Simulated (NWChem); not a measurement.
hydrogen cyanide (CHN)

SMILES: N#C
```xyz
3

C      0.0000     0.0000    -0.5060
N      0.0000     0.0000     0.6613
H      0.0000     0.0000    -1.5931
```
Charge 0, spin multiplicity 1.

The numbers come from NWChem runs, not from measurements. Structure: optimised with PBE/def2-SVP, a minimum by its harmonic frequencies.

Symmetry labels belong to the abelian group C2v used in the runs, with the axes of the coordinates shown; states degenerate in a higher group split over its labels.

Q: List the lowest 3 singlet excitations that TD-PBE/def2-SVPD gives, with oscillator strengths.

A: 
| state | symmetry | energy (eV) | wavelength (nm) | f |
|---|---|---|---|---|
| 1 | a2 | 7.86 | 158 | 0.000 |
| 2 | a2 | 8.16 | 152 | 0.000 |
| 3 | a1 | 8.16 | 152 | 0.000 |
